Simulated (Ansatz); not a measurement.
# AlN2H+ (doublet): the correlation ladder, cc-pVDZ

An exercise on one series of results from a longer session: the logs are not shown, and one member is left open.

Method: cc-pVDZ, core rule «outside noble gas», up to 7 orbitals frozen; program: Ansatz 0.2.0, Gaussian basis.

The runs, in order: UHF; CCSD(T) on natural orbitals of UHF; CCSD(T) on UHF; BCCD(T) on natural orbitals of UHF; CISD; CCSDT(Q) on UHF.

21 further runs of the same task are left out: 1 for a known fault of the program, 9 that didn't finish, 11 set aside as unsound or not needed.

### What is computed

The geometry is a PBE0/def2-TZVP stationary point (not a proven minimum) of the parent state, kept for this charge and spin.

4 atoms, charge 1, spin multiplicity 2.

Atoms are counted from 1 here; the program's logs count them from 0.

Bond lengths: N1–Al2 1.782 Å, Al2–N3 1.700 Å, N3–H4 1.013 Å. Angles: N1–Al2–N3 169.0°, Al2–N3–H4 128.2°.

As a file:

```xyz
4

N     0.0000   -0.1463    2.3580
Al    0.0000   -0.0388    0.5789
N     0.0000   -0.2611   -1.1061
H     0.0000    0.4462   -1.8307
```

The first run:

Contents of in.yaml:

```yaml
crystal:
  periodic: [false, false, false]
  atoms:
    - {symbol: N, position_ang: [0.000001, -0.146343, 2.357990]}
    - {symbol: Al, position_ang: [-0.000018, -0.038788, 0.578860]}
    - {symbol: N, position_ang: [-0.000004, -0.261109, -1.106120]}
    - {symbol: H, position_ang: [0.000020, 0.446240, -1.830730]}
basis:
  gaussian: {orbitals: cc-pVDZ}
total_charge: 1
magnetization: {spin_polarized: true, initial_magnetization: 1}
hamiltonian: {xc: hf}
output: {orbitals: {seedname: orbitals}}
```

On the command line:

```bash
$ ansatz run in.yaml --threads 1 --pin off --events-out ev --progress --plain --max-ram 2393MiB
```

Among the steps run: UHF; CCSD(T) on natural orbitals of UHF; CCSD(T) on UHF; BCCD(T) on natural orbitals of UHF; CISD; CCSDT(Q) on UHF.

One of the session's tables, all rows but one given; the rest of the session is left out.

It belongs to the step «Misses and costs». 

| method | from UCCSDT(Q) (meV) |
| --- | --- |
| UHF | +8443.5 |
| RMP2 | -770.0 |
| UMP2 | +1240.6 |
| CISD | +3040.0 |
| RCCSD | +354.6 |
| UCCSD | +275.5 |
| RCCSD(T) | +29.1 |
| UCCSD(T) | +65.7 |
| BCCD(T) | +68.9 |
| UCCSDT | ? |
| UCCSDT(Q) | 0 |

Q: Estimate the row for UCCSDT from the others.

As computed: from UCCSDT(Q) (meV): +23.8. In the column «from UCCSDT(Q) (meV)» it lies between UCCSDT(Q) (0) and RCCSD(T) (+29.1).

Left out of the table: ROHF (another determinant or state than the rows shown).

Limits of these values: The determinant is far from a pure spin state, so its energy mixes those of several spin states (harmless only where they are near-degenerate, as at dissociation). The report flags that the cluster equations may have other roots. The program flags RCCSD(T), BCCD(T) as in doubt, so those rows may rest on another solution; read them beside their warnings. Warnings: spin contamination; coupled cluster took another determinant than the lowest; large T1 diagnostic. Restricted and unrestricted rows rest on different reference determinants; where their highest levels disagree by more than a few hundredths of an eV, they describe different states and don't form one ladder.
